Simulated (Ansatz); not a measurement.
Gas-phase reaction in SMILES: N(C)(C)C [N,N-dimethylmethanamine] + 2 N (NH3) → 3 CN (CH5N) [methanamine]

Property: bond separation energy (enthalpy at 298 K), in kcal/mol. Conventions: frozen cores in correlated levels; six Cartesian d functions in 6-31G* and its kin unless marked 5d; non-relativistic; no spin-orbit coupling; dispersion terms only where a functional's name holds one; 6-311+G** with 5d; LANL2DZ all-electron up to Ne. Basis-set limits of correlation are two-point, X^-3; Hartree-Fock from the larger set. [CCSD(T)-MP2]/basis is that difference in the basis named. First-principles rows: single points at B3LYP-D3(BJ) geometries (Ansatz, an electronic-structure program), with unscaled harmonic terms from B3LYP/6-31G* at its own minima.

Measured values: Active Thermochemical Tables 1.112 (ions: stationary electron), as tabulated in the package chemicals; they hold spin-orbit and core effects, anharmonicity. 

Value to compare with, the measured value: 12.5 kcal/mol.

```json
[
 {"level": "B3LYP/STO-3G", "program": "Ansatz", "bond separation energy (enthalpy at 298 K) (kcal/mol)": "3.5", "error": "-9.0"},
 {"level": "B3LYP/3-21G", "program": "Ansatz", "bond separation energy (enthalpy at 298 K) (kcal/mol)": "6.6", "error": "-5.9"},
 {"level": "B3LYP/LANL2DZ", "program": "Ansatz", "bond separation energy (enthalpy at 298 K) (kcal/mol)": "5.7", "error": "-6.8"},
 {"level": "B3LYP/6-31G", "program": "Ansatz", "bond separation energy (enthalpy at 298 K) (kcal/mol)": "6.4", "error": "-6.1"},
 {"level": "B3LYP/6-31G*", "program": "Ansatz", "bond separation energy (enthalpy at 298 K) (kcal/mol)": "8.0", "error": "-4.5"},
 {"level": "B3LYP/6-31+G*", "program": "Ansatz", "bond separation energy (enthalpy at 298 K) (kcal/mol)": "8.6", "error": "-3.9"},
 {"level": "B3LYP/6-31G**", "program": "Ansatz", "bond separation energy (enthalpy at 298 K) (kcal/mol)": "8.0", "error": "-4.5"},
 {"level": "B3LYP/def2-SVP", "program": "Ansatz", "bond separation energy (enthalpy at 298 K) (kcal/mol)": "7.5", "error": "-5.0"},
 {"level": "B3LYP/cc-pVDZ", "program": "Ansatz", "bond separation energy (enthalpy at 298 K) (kcal/mol)": "8.1", "error": "-4.4"},
 {"level": "B3LYP/6-311+G**", "program": "Ansatz", "bond separation energy (enthalpy at 298 K) (kcal/mol)": "8.5", "error": "-4.0"},
 {"level": "B3LYP/def2-TZVPD", "program": "Ansatz", "bond separation energy (enthalpy at 298 K) (kcal/mol)": "8.7", "error": "-3.8"},
 {"level": "RI-MP2/CBS(cc-pVTZ,cc-pVQZ)+[CCSD(T)-MP2]/cc-pVTZ", "program": "Ansatz", "bond separation energy (enthalpy at 298 K) (kcal/mol)": "12.2", "error": "-0.3"}
]
```

Among the 10 habitual levels, B3LYP/STO-3G lies farthest from the measured value (-9.0 kcal/mol); 0 of 10 lie above it, and their mean absolute error is 5.4 kcal/mol, the median 4.8. One case shows no general order.

The sets are all those run for this method; runs whose electronic state is in doubt are left out.
